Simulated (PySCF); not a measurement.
# LiN: frontier orbitals

PBE at R = 1.921 Å; PySCF, spin-free X2C with a Gaussian nucleus, basis sets Li jorge-DZP-DKH, N jorge-DZP-DKH. State: ³Σ⁻ (triplet), unpaired electrons π ↑↑. Only the outer orbitals are listed, counted within each symmetry.

```json
{"spin": "α", "orbital": "2σ", "occ.": "1", "ε (eV)": "-51.28", "on Li (%)": "100", "main shells (%)": "100 Li s"}
{"spin": "α", "orbital": "3σ", "occ.": "1", "ε (eV)": "-16.21", "on Li (%)": "4", "main shells (%)": "96 N s"}
{"spin": "α", "orbital": "1π", "occ.": "1", "ε (eV)": "-5.20", "on Li (%)": "9", "main shells (%)": "91 N p"}
{"spin": "α", "orbital": "1π", "occ.": "1", "ε (eV)": "-5.20", "on Li (%)": "9", "main shells (%)": "91 N p"}
{"spin": "α", "orbital": "4σ", "occ.": "1", "ε (eV)": "-4.30", "on Li (%)": "11", "main shells (%)": "88 N p"}
{"spin": "α", "orbital": "5σ", "occ.": "0", "ε (eV)": "-1.84", "on Li (%)": "97", "main shells (%)": "79 Li s, 18 Li p"}
{"spin": "α", "orbital": "2π", "occ.": "0", "ε (eV)": "-0.26", "on Li (%)": "97", "main shells (%)": "95 Li p"}
{"spin": "α", "orbital": "2π", "occ.": "0", "ε (eV)": "-0.26", "on Li (%)": "97", "main shells (%)": "95 Li p"}
{"spin": "β", "orbital": "2σ", "occ.": "1", "ε (eV)": "-51.31", "on Li (%)": "100", "main shells (%)": "100 Li s"}
{"spin": "β", "orbital": "3σ", "occ.": "1", "ε (eV)": "-13.35", "on Li (%)": "8", "main shells (%)": "92 N s"}
{"spin": "β", "orbital": "4σ", "occ.": "1", "ε (eV)": "-3.26", "on Li (%)": "20", "main shells (%)": "78 N p, 16 Li s"}
{"spin": "β", "orbital": "1π", "occ.": "0", "ε (eV)": "-2.25", "on Li (%)": "32", "main shells (%)": "68 N p, 29 Li p"}
{"spin": "β", "orbital": "1π", "occ.": "0", "ε (eV)": "-2.25", "on Li (%)": "32", "main shells (%)": "68 N p, 29 Li p"}
{"spin": "β", "orbital": "5σ", "occ.": "0", "ε (eV)": "-2.03", "on Li (%)": "91", "main shells (%)": "64 Li s, 26 Li p, 10 N p"}
```

Question: Which are the highest filled and the lowest empty level, where do they sit, and how wide is the gap?

Answer: Highest filled β 4σ at -3.26 eV (in %: 78 N p, 16 Li s); lowest empty β 1π at -2.25 eV (in %: 68 N p, 29 Li p); the gap at PBE is 1.01 eV.

```
bond order (Mayer)                              : 1.02
⟨S²⟩                                            : 2.030
charge on Li (Mulliken, basis-dependent)        : 0.41
charge on Li (Löwdin, basis-dependent)          : 0.15
dipole moment (positive dipole means Li(−)N(+)) : -5.97 D
polarisability along the bond                   : 75.8 bohr³
polarisability across the bond                  : 40.7 bohr³
```

The state was picked by a PBE0 search and need not be the measured ground state.
